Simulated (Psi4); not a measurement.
**B3LYP/6-31G(d) (Cartesian functions) run of CH6Si (SiMeH3)**

What is the energy change on altering one bond length of CH6Si (SiMeH3) at B3LYP/6-31G* (Cartesian functions)? 

Program for the calculation: Psi4 1.11.

5 further runs of the same task are left out: 4 that didn't finish, 1 set aside as unsound or not needed.

## 1. Starting point

CH6Si has 8 atoms, charge 0, and is taken as a singlet. SMILES: `[H][Si]([H])([H])C`. Geometry: relaxed at GFN2-xTB.

Bond lengths: Si1–C2 1.895 Å, C2–H3 1.086 Å, C2–H4 1.087 Å, C2–H5 1.087 Å, Si1–H6 1.465 Å, Si1–H7 1.465 Å, Si1–H8 1.465 Å. Some angles: Si1–C2–H3 111.3°, Si1–C2–H4 111.3°, Si1–C2–H5 111.3°, C2–Si1–H6 109.6°, C2–Si1–H7 109.6°, C2–Si1–H8 109.6°, H3–C2–H4 107.5°, H3–C2–H5 107.6°, H4–C2–H5 107.6°, H6–Si1–H7 109.4°.

## 2. Energy and gradient at B3LYP/6-31G(d) (Cartesian functions)

Contents of ch6si.in:

```
memory 1600 MB

molecule {
  0 1
  Si
  C 1 R2
  H 2 R3 1 A3
  H 2 R4 3 A4 1 D4
  H 2 R5 3 A5 4 D5
  H 1 R6 2 A6 3 D6
  H 1 R7 6 A7 2 D7
  H 1 R8 7 A8 6 D8

  R2 = 1.895436
  R3 = 1.086394
  A3 = 111.29143
  R4 = 1.086632
  A4 = 107.54882
  D4 = 122.15115
  R5 = 1.086511
  A5 = 107.62586
  D5 = 115.69293
  R6 = 1.465252
  A6 = 109.57601
  D6 = 178.42477
  R7 = 1.465133
  A7 = 109.38666
  D7 = 120.11258
  R8 = 1.465137
  A8 = 109.36322
  D8 = -119.77557
  symmetry c1
}

set {
  basis                6-31G*
  reference            rks
  puream               false
  e_convergence        1e-09
  d_convergence        1e-08
  scf_type             pk
  dft_radial_points    99
  dft_spherical_points 590
}

result, w = gradient('b3lyp', return_wfn=True)
oeprop(w, 'QUADRUPOLE', 'LOWDIN_CHARGES', 'MAYER_INDICES')
```

The run is started by

```bash
$ psi4 -n 1 ch6si.in ch6si.out
```

ch6si.out:

```text
[...]
  Running in c1 symmetry.
[...]
  Nuclear repulsion =   62.765001668178854
[...]
  Multiplicity = 1
[...]
  Nalpha       = 13
  Nbeta        = 13
[...]
    Number of basis functions: 46
[...]
   @RKS iter   1:  -331.01130867529133   -3.25797e-01   1.32573e-02 ADIIS/DIIS
[...]
   @RKS iter   9:  -331.20991342572603   -4.37694e-12   3.85943e-09 DIIS
[...]
    Orbital Energies [Eh]
    ---------------------
    Doubly Occupied:
       1A    -66.115777     2A    -10.168720     3A     -5.269598
       4A     -3.627867     5A     -3.627866     6A     -3.627386
       7A     -0.698274     8A     -0.522387     9A     -0.409039
      10A     -0.408884    11A     -0.337680    12A     -0.337655
      13A     -0.320737
[...]
  @RKS Final Energy:  -331.20991342572603
   => Energetics <=
    Nuclear Repulsion Energy =             62.7650016681788543
    One-Electron Energy =                -580.5230951365020928
    Two-Electron Energy =                 209.6255505854343255
    DFT Exchange-Correlation Energy =     -23.0773705428370342
    Empirical Dispersion Energy =           0.0000000000000000
    VV10 Nonlocal Energy =                  0.0000000000000000
    Total Energy =                       -331.2099134257260289
[...]
  -Total Gradient:
     Atom            X                  Y                   Z
    ------   -----------------  -----------------  -----------------
       1        0.000034119754    -0.000001428174    -0.015543098833
       2        0.000105445072    -0.000096132597     0.006032029475
       3       -0.000124231729     0.006120346815    -0.001572603070
       4        0.005165984604    -0.003001862470    -0.001507589969
       5       -0.005178783295    -0.003044321153    -0.001608663709
       6        0.000176520154    -0.007769623806     0.004718246190
       7        0.006686450242     0.004052301694     0.004749238153
       8       -0.006865784947     0.003741100239     0.004732557986
[...]
 Multipole Moments:
 ------------------------------------------------------------------------------------
     Multipole            Electronic (a.u.)      Nuclear  (a.u.)        Total (a.u.)
 ------------------------------------------------------------------------------------
 L = 1.  Multiply by 2.5417464519 to convert [e a0] to [Debye]
 Dipole X            :          0.0005557           -0.0005043            0.0000513
 Dipole Y            :          0.0007028           -0.0005470            0.0001558
 Dipole Z            :         -1.3500006            1.6021410            0.2521403
 Magnitude           :                                                    0.2521404
 L = 2.  Multiply by 1.3450342976 to convert [e a0^2] to [Debye ang]
 Quadrupole XX       :        -32.5545079           15.6995324          -16.8549755
 Quadrupole XY       :         -0.0019521            0.0028393            0.0008872
[...]
```

It took 7.8 s on 1 thread of AMD EPYC 9R45 (Zen 5), shared host; peak memory 0.81 GiB.

## 3. The distorted shape: a single-point energy at B3LYP/6-31G(d) (Cartesian functions)

Contents of input.inp:

```
memory 1600 MB

molecule mol {
  0 1
  Si    -0.002570     0.004014    -1.195992
  C      0.002260    -0.003450     0.983790
  H     -1.007880     0.045000     1.380680
  H      0.551160     0.846440     1.380230
  H      0.466040    -0.905320     1.373720
  H      1.376570    -0.024296    -1.690092
  H     -0.668060     1.215944    -1.680722
  H     -0.720040    -1.174436    -1.689062
  symmetry c1
  no_reorient
  no_com
}

set {
  basis 6-31G*
  puream false
  e_convergence 1e-09
  d_convergence 1e-08
  scf_type pk
  dft_radial_points 99
  dft_spherical_points 590
}

e, wfn = energy("b3lyp", return_wfn=True)
oeprop(wfn, "DIPOLE", "LOWDIN_CHARGES", "MULLIKEN_CHARGES", title="B3LYP")
```

The run is started by

```bash
$ psi4 -n 1 input.inp input.out
```

input.out:

```text
[...]
  Running in c1 symmetry.
[...]
  Nuclear repulsion =   58.469450262915821
[...]
  Multiplicity = 1
[...]
  Nalpha       = 13
  Nbeta        = 13
[...]
    Number of basis functions: 46
[...]
   @RKS iter   1:  -331.01033575043778   -4.92752e-01   1.25735e-02 ADIIS/DIIS
[...]
   @RKS iter   9:  -331.19173700675498   -9.77707e-12   7.68223e-09 DIIS
[...]
    Orbital Energies [Eh]
    ---------------------
    Doubly Occupied:
       1A    -66.132526     2A    -10.179061     3A     -5.283085
       4A     -3.641530     5A     -3.641259     6A     -3.641259
       7A     -0.677759     8A     -0.528695     9A     -0.395401
      10A     -0.395244    11A     -0.347263    12A     -0.347239
      13A     -0.295068
[...]
  @RKS Final Energy:  -331.19173700675498
   => Energetics <=
    Nuclear Repulsion Energy =             58.4694502629158208
    One-Electron Energy =                -571.8661249815479550
    Two-Electron Energy =                 205.2268696397953249
    DFT Exchange-Correlation Energy =     -23.0219319279182102
    Empirical Dispersion Energy =           0.0000000000000000
    VV10 Nonlocal Energy =                  0.0000000000000000
    Total Energy =                       -331.1917370067549768
[...]
 Multipole Moments:
 ------------------------------------------------------------------------------------
     Multipole            Electronic (a.u.)      Nuclear  (a.u.)        Total (a.u.)
 ------------------------------------------------------------------------------------
 L = 1.  Multiply by 2.5417464519 to convert [e a0] to [Debye]
 Dipole X            :          0.0468849           -0.0465440            0.0003409
 Dipole Y            :         -0.0737784            0.0733743           -0.0004041
 Dipole Z            :         22.3298756          -22.2352621            0.0946134
 Magnitude           :                                                    0.0946149
[...]
  Mulliken Charges: (a.u.)
   Center  Symbol    Alpha    Beta     Spin     Total
       1    SI     6.82600  6.82600  0.00000  0.34801
       2     C     3.32643  3.32643  0.00000 -0.65287
       3     H     0.41827  0.41827  0.00000  0.16347
       4     H     0.41830  0.41830  0.00000  0.16340
       5     H     0.41828  0.41828  0.00000  0.16345
       6     H     0.53091  0.53091  0.00000 -0.06183
       7     H     0.53091  0.53091  0.00000 -0.06182
       8     H     0.53090  0.53090  0.00000 -0.06181
   Total alpha = 13.00000, Total beta = 13.00000, Total charge =  0.00000
[...]
```

It took 6.6 s on 1 thread of AMD EPYC 9R45 (Zen 5), shared host; peak memory 0.8 GiB.

## 4. Results

Level: B3LYP/6-31G* (Cartesian functions).

| quantity | value |
| --- | --- |
| first shape: total energy | -331.20991 Eh |
| first shape: dipole moment | 0.64 D |
| first shape: HOMO energy | -8.73 eV |
| first shape: LUMO energy | 1.09 eV |
| first shape: HOMO–LUMO gap | 9.82 eV |
| first shape: largest force on an atom | 0.799 eV/Å |
| distorted shape: total energy | -331.19174 Eh |
| distorted shape: dipole moment | 0.24 D |
| distorted shape: HOMO energy | -8.03 eV |
| distorted shape: LUMO energy | 0.56 eV |
| distorted shape: HOMO–LUMO gap | 8.59 eV |
| energy change with the Si1–C2 bond stretched from 1.895 to 2.180 Å | 0.495 eV |

What this shows: With the Si1–C2 bond stretched from 1.895 to 2.180 Å the energy rises by 0.49 eV (11.4 kcal/mol). The first shape isn't relaxed at this level, so the change isn't measured from a minimum. The largest force (first shape) is 0.80 eV/Å: the shape isn't a stationary point for this species at this level.
